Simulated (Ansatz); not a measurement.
Lattice constant a (Å) along a series of related solids, from PBEsol in Ansatz (plane waves, PAW); HSE06 (PAW; Ansatz, a program for electronic structure).

```json
[
 {"solid": "bcc Li", "PBEsol": "3.434", "HSE06": "3.463", "measured": "3.449"},
 {"solid": "bcc Na", "PBEsol": "4.171", "HSE06": "4.225", "measured": "4.214"},
 {"solid": "bcc K", "PBEsol": "5.215", "HSE06": "5.331", "measured": "5.212"},
 {"solid": "bcc Rb", "PBEsol": "5.569", "HSE06": "5.728", "measured": "5.576"},
 {"solid": "bcc Cs", "PBEsol": "6.012", "HSE06": "6.247", "measured": "6.039"}
]
```

HSE06 less measured, from the printed values: bcc Li +0.41 %, bcc Na +0.26 %, bcc K +2.28 %, bcc Rb +2.73 %, bcc Cs +3.44 %.

Members of the series are missing where a level wasn't run or failed, where a doubt is noted on the run or the magnetic state, for phases of high temperature or layered ones, and where values are held back for tests.

Spin–orbit coupling is left out, also for the solids with elements from indium on (bcc Cs); its size isn't shown.

Ansatz's density-functional and Hartree–Fock values are scalar-relativistic unless marked +SOC, with PAW data made under PBE.

Measured values are for low temperature or corrected to a static lattice. References as tabulated in Csonka et al. (2009), arXiv:0903.4037; Mejia-Rodriguez and Trickey (2018), arXiv:1807.09216.
